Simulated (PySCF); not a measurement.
**C3H3ClFS: g tensor and hyperfine couplings**

Species: C₃H₃ClFS (doublet state).
Structure used (GFN2-xTB), in Å, numbered top down from 1:
```
atom  x, y, z in Å
C1    -1.999    0.024   -0.572
S2    -0.678    0.978   -0.132
C3     0.630   -0.161    0.176
Cl4    0.371   -1.851    0.004
C5     1.836    0.264    0.577
F6     2.090    1.570    0.733
H7    -2.044   -1.012   -0.312
H8    -2.874    0.562   -0.870
H9     2.682   -0.367    0.797
```

The hyperfine couplings belong to this conformer and change with its torsions.

As a line formula: `[CH2]S/C(Cl)=C\F` [radical].

Computed, not measured: PySCF, UKS B3LYP, pcH-1 on C Cl F H S, non-relativistic, mean-field spin-orbit, GIAO. The structure is a single GFN2-xTB conformer in the gas phase; no vibrational or solvent corrections. The geometry wasn't refined by DFT: couplings that depend on bond lengths, twists or pyramidal angles can differ widely from those at the functional's own minimum. No stability test was run, so a lower SCF solution isn't excluded.

```json
{
  "g1, g2, g3": "2.00218, 2.00309, 2.00801",
  "g_iso": "2.00442",
  "Form of g": "rhombic: the two nearest values differ by 16 % of g3 − g1",
  "⟨S²⟩": "0.7581 (exact 0.7500)",
  "α and β electrons": "32, 31",
  "HOMO–LUMO gap, α and β orbitals": "4.56, 4.92 eV"
}
```

Hyperfine couplings atom by atom, in MHz; T1 to T3 are the principal values of the dipolar part:

| atom | isotope | a_iso | of which spin–orbit | T1 | T2 | T3 | Mulliken spin population |
| --- | --- | --- | --- | --- | --- | --- | --- |
| C1 | 13C | 95.0 | 0.3 | -69.1 | -68.5 | 137.6 | 0.84 |
| S2 | 33S | 6.8 | -0.4 | -22.8 | -18.6 | 41.4 | 0.15 |
| C3 | 13C | -7.8 | -0.1 | -11.7 | 4.4 | 7.3 | -0.06 |
| Cl4 | 35Cl | -0.9 | 0.0 | -2.4 | 0.7 | 1.7 | 0.00 |
| C5 | 13C | 15.2 | 0.0 | -13.4 | -12.0 | 25.4 | 0.14 |
| F6 | 19F | 17.3 | -0.1 | -34.1 | -24.4 | 58.4 | 0.01 |
| H7 | 1H | -44.9 | 0.1 | -32.6 | -0.8 | 33.4 | -0.03 |
| H8 | 1H | -52.7 | 0.1 | -32.7 | -1.2 | 33.8 | -0.04 |
| H9 | 1H | -11.1 | 0.0 | -6.2 | -0.7 | 6.9 | -0.01 |

The largest Mulliken spin populations are on C1 (+0.84), S2 (+0.15), C5 (+0.14) and C3 (-0.06). The angles at C1 add up to 357.9°, so it is nearly planar; its axial dipolar tensor and the negative couplings of its protons fit spin in a p orbital normal to that plane.

Axes: g3 points within 2° of the S2–C3 bond.

Under fast tumbling the dipolar parts average out, and these isotropic splittings remain: 1 × 1H (H8, I = 1/2, 2 lines) with 1.88 mT, 1 × 1H (H7, I = 1/2, 2 lines) with 1.60 mT, 1 × 19F (F6, I = 1/2, 2 lines) with 0.62 mT, 1 × 1H (H9, I = 1/2, 2 lines) with 0.40 mT and 1 × 35Cl (Cl4, I = 3/2, 4 lines) with 0.03 mT.

H7 and H8 aren't averaged: C1 is flat or nearly so (angle sum 358°), and its turn about the short C1–S2 bond (1.69 Å) is taken as slow.

Main isotope only: 35Cl (natural samples also hold 24 % 37Cl, magnetic too, which adds its own pattern).

The 33S coupling of S2 (6.8 MHz) shows only in satellite lines or after enrichment, since that isotope makes up about 0.76 % of natural sulfur.

The 13C coupling of C1 (95.0 MHz) shows only in satellite lines or after enrichment, since that isotope makes up about 1.07 % of natural carbon.

On an Arm Neoverse V1 with one thread (shared host), this took 40 s wall (grids of density and orbitals included) and 0.75 GiB of memory at its peak.
